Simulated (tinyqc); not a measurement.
Worked calculation (part 2 of 2): CCSD on RHF in the sto-6g basis, frozen core, for H2F+, spin multiplicity 1. Computed by tinyqc, a small Python program that keeps every step (integrals from PySCF). Command: `OMP_NUM_THREADS=1 python tinyqc.py 22988 22989 out.jsonl` (the two numbers bound the seeds that draw the settings). One thread of a shared host (Intel(R) Xeon(R) Processor @ 2.60GHz), about 0.3 s of CPU time with the checks.

Geometry (angstrom):

| atom | x | y | z |
|---|---|---|---|
| F | 0.000000 | 0.000000 | 0.000000 |
| H | 0.000000 | 0.830000 | 0.455000 |
| H | 0.000000 | -0.895000 | 0.490000 |

## CCSD: amplitude update 2

Amplitudes after update 1 (spin orbitals 1a, 1b, ...; amplitudes related by a flip of all spins are not repeated; the 24 largest):

| from | to | t |
|---|---|---|
| 3a 3b | 7a 7b | -0.069234 |
| 3a 3b | 6a 6b | -0.039394 |
| 4a 4b | 6a 6b | -0.035282 |
| 3a 4b | 6b 7a | 0.034964 |
| 2a 3b | 6a 7b | -0.025679 |
| 2a 4b | 6a 6b | -0.023789 |
| 3a 4b | 6a 7b | -0.020455 |
| 4a 4b | 7a 7b | -0.020083 |
| 2a 2b | 6a 6b | -0.018707 |
| 2a 3a | 6a 7a | -0.014713 |
| 3a 4a | 6a 7a | 0.014509 |
| 3a 4b | 6a 6b | 0.013631 |
| 2a 2b | 7a 7b | -0.013482 |
| 5a 5b | 6a 6b | -0.013460 |
| 4a | 6a | 0.012197 |
| 2a 3b | 6b 7a | 0.010965 |
| 3a | 7a | 0.008675 |
| 5a 5b | 7a 7b | -0.008288 |
| 2a 3b | 7a 7b | -0.007874 |
| 3a 4b | 7a 7b | -0.006451 |
| 2a 3b | 6a 6b | 0.006395 |
| 3a 3b | 6a 7b | 0.006109 |
| 2a 4b | 6b 7a | 0.004720 |
| 2a | 6a | 0.003794 |

Two-electron integrals over orbitals (pq|rs), unique and non-zero (hartree); the lowest 1 orbital is frozen and left out:
```
(22|22) 0.861821    (32|22) 0.005673    (32|32) 0.159216    (33|22) 0.759702
(33|32) -0.006125   (33|33) 0.740088    (42|22) 0.005695    (42|32) 0.000974
(42|33) -0.004449   (42|42) 0.163751    (43|22) 0.005945    (43|32) 0.005954
(43|33) 0.005729    (43|42) -0.007309   (43|43) 0.046802    (44|22) 0.831366
(44|32) -0.007557   (44|33) 0.723024    (44|42) -0.086328   (44|43) 0.009497
(44|44) 0.921193    (52|52) 0.181997    (53|52) -0.005312   (53|53) 0.038460
(54|52) -0.031408   (54|53) 0.001800    (54|54) 0.054948    (55|22) 0.882797
(55|32) -0.005626   (55|33) 0.748260    (55|42) -0.044572   (55|43) 0.008261
(55|44) 0.850007    (55|55) 0.998085    (62|22) -0.143639   (62|32) 0.013219
(62|33) -0.088702   (62|42) -0.037970   (62|43) -0.003661   (62|44) -0.113499
(62|55) -0.152140   (62|62) 0.074229    (63|22) 0.040288    (63|32) 0.028636
(63|33) 0.032000    (63|42) -0.008877   (63|43) 0.017349    (63|44) 0.034977
(63|55) 0.042419    (63|62) -0.015844   (63|63) 0.073998    (64|22) -0.125075
(64|32) -0.009049   (64|33) -0.072255   (64|42) -0.004786   (64|43) -0.001983
(64|44) -0.131650   (64|55) -0.126153   (64|62) 0.056820    (64|63) -0.023174
(64|64) 0.061603    (65|52) -0.054662   (65|53) 0.005868    (65|54) -0.005801
(65|65) 0.026322    (66|22) 0.564792    (66|32) -0.032079   (66|33) 0.555101
(66|42) 0.064852    (66|43) -0.017419   (66|44) 0.534086    (66|55) 0.542934
(66|62) -0.047084   (66|63) -0.027702   (66|64) -0.018909   (66|66) 0.562984
(72|22) -0.037038   (72|32) -0.062971   (72|33) -0.016190   (72|42) -0.001193
(72|43) 0.020548    (72|44) -0.031256   (72|55) -0.037226   (72|62) 0.007096
(72|63) 0.023966    (72|64) 0.013575    (72|66) -0.012178   (72|72) 0.058682
(73|22) -0.203393   (73|32) 0.015020    (73|33) -0.159391   (73|42) 0.051119
(73|43) -0.002084   (73|44) -0.206043   (73|55) -0.225948   (73|62) 0.071914
(73|63) -0.013199   (73|64) 0.069097    (73|66) -0.025364   (73|72) 0.021894
(73|73) 0.156495    (74|22) -0.007331   (74|32) 0.051291    (74|33) -0.006518
(74|42) -0.007747   (74|43) -0.012939   (74|44) -0.009063   (74|55) -0.008630
(74|62) 0.009893    (74|63) 0.035105    (74|64) -0.002701   (74|66) -0.023004
(74|72) -0.010050   (74|73) 0.013167    (74|74) 0.043050    (75|52) -0.012706
(75|53) -0.024959   (75|54) 0.000741    (75|65) 0.002016    (75|75) 0.021070
(76|22) 0.003276    (76|32) 0.094589    (76|33) -0.005831   (76|42) 0.007421
(76|43) 0.038729    (76|44) -0.009129   (76|55) -0.003283   (76|62) -0.000544
(76|63) 0.079601    (76|64) -0.015741   (76|66) -0.054926   (76|72) 0.003930
(76|73) 0.023823    (76|74) 0.048763    (76|76) 0.145036    (77|22) 0.627073
(77|32) 0.038910    (77|33) 0.624220    (77|42) 0.005235    (77|43) 0.014347
(77|44) 0.603457    (77|55) 0.613623    (77|62) -0.048537   (77|63) 0.044820
(77|64) -0.036245   (77|66) 0.519175    (77|72) -0.012214   (77|73) -0.070156
(77|74) 0.018315    (77|76) 0.049231    (77|77) 0.605263
```

orbital energies (hartree): MO1 -26.940650, MO2 -2.064048, MO3 -1.216503, MO4 -1.066609, MO5 -1.042894, MO6 -0.032112, MO7 0.182188

t_i^a D_i^a and t_ij^ab D_ij^ab are set to the remaining terms of the spin-orbital equations, evaluated with the old amplitudes; for the doubles these are <ij||ab> + 1/2 <ab||ef> t_ij^ef + 1/2 <mn||ij> t_mn^ab + P(ij)P(ab) <mb||ej> t_im^ae + terms in t^2 + terms with t1, D the orbital-energy denominators.

Amplitudes after update 2 (spin orbitals 1a, 1b, ...; amplitudes related by a flip of all spins are not repeated; the 24 largest):

| from | to | t |
|---|---|---|
| 3a 3b | 7a 7b | -0.073460 |
| 3a 3b | 6a 6b | -0.042317 |
| 4a 4b | 6a 6b | -0.038383 |
| 3a 4b | 6b 7a | 0.037502 |
| 2a 3b | 6a 7b | -0.026732 |
| 2a 4b | 6a 6b | -0.025554 |
| 3a 4b | 6a 7b | -0.023421 |
| 4a 4b | 7a 7b | -0.021341 |
| 2a 2b | 6a 6b | -0.019067 |
| 4a | 6a | 0.018443 |
| 3a 4b | 6a 6b | 0.015018 |
| 2a 3a | 6a 7a | -0.014325 |
| 3a 4a | 6a 7a | 0.014081 |
| 5a 5b | 6a 6b | -0.013674 |
| 2a 2b | 7a 7b | -0.013611 |
| 2a 3b | 6b 7a | 0.012407 |
| 3a | 7a | 0.011323 |
| 2a 3b | 7a 7b | -0.008409 |
| 5a 5b | 7a 7b | -0.008034 |
| 3a 4b | 7a 7b | -0.007095 |
| 2a 3b | 6a 6b | 0.006829 |
| 3a 3b | 6a 7b | 0.006469 |
| 2a 4b | 6b 7a | 0.004894 |
| 2a | 6a | 0.004855 |

correlation energy = -0.03897503 hartree

## CCSD: convergence

E_corr = 1/4 sum <ij||ab> t_ij^ab + 1/2 sum <ij||ab> t_i^a t_j^b; stop when the norm of the change is below 1e-8.

Course of the amplitude iterations:

| update | correlation energy (hartree) | norm of the change |
|---|---|---|
| 0 | -0.03041259 | - |
| 1 | -0.03682614 | 5.44e-02 |
| 2 | -0.03897503 | 2.12e-02 |
| 3 | -0.04031283 | 9.18e-03 |
| 4 | -0.04031539 | 1.52e-03 |
| 5 | -0.04031900 | 2.03e-04 |
| 6 | -0.04031956 | 2.16e-05 |
| 7 | -0.04031954 | 7.48e-06 |
| 8 | -0.04031951 | 1.42e-06 |
| 9 | -0.04031950 | 2.49e-07 |
| 10 | -0.04031950 | 5.11e-08 |
| 11 | -0.04031950 | 1.14e-08 |
| 12 | -0.04031950 | 1.80e-09 |

Converged amplitudes (spin orbitals 1a, 1b, ...; amplitudes related by a flip of all spins are not repeated; the 24 largest):

| from | to | t |
|---|---|---|
| 3a 3b | 7a 7b | -0.075572 |
| 3a 3b | 6a 6b | -0.043458 |
| 4a 4b | 6a 6b | -0.041875 |
| 3a 4b | 6b 7a | 0.039624 |
| 2a 4b | 6a 6b | -0.027012 |
| 2a 3b | 6a 7b | -0.026906 |
| 3a 4b | 6a 7b | -0.026111 |
| 4a | 6a | 0.025294 |
| 4a 4b | 7a 7b | -0.022422 |
| 2a 2b | 6a 6b | -0.019341 |
| 3a 4b | 6a 6b | 0.016204 |
| 5a 5b | 6a 6b | -0.013703 |
| 2a 3a | 6a 7a | -0.013659 |
| 2a 2b | 7a 7b | -0.013529 |
| 3a 4a | 6a 7a | 0.013513 |
| 2a 3b | 6b 7a | 0.013247 |
| 3a | 7a | 0.011971 |
| 2a 3b | 7a 7b | -0.008627 |
| 5a 5b | 7a 7b | -0.007764 |
| 3a 4b | 7a 7b | -0.007624 |
| 2a 3b | 6a 6b | 0.007044 |
| 3a 3b | 6a 7b | 0.006745 |
| 2a 4b | 6b 7a | 0.005007 |
| 2a | 6a | 0.004947 |

CCSD total energy = -99.82244035 hartree

T1 diagnostic, norm of the one-spin t1 over sqrt(correlated electrons) = 0.010157

Converged in 12 updates, with DIIS from the third.
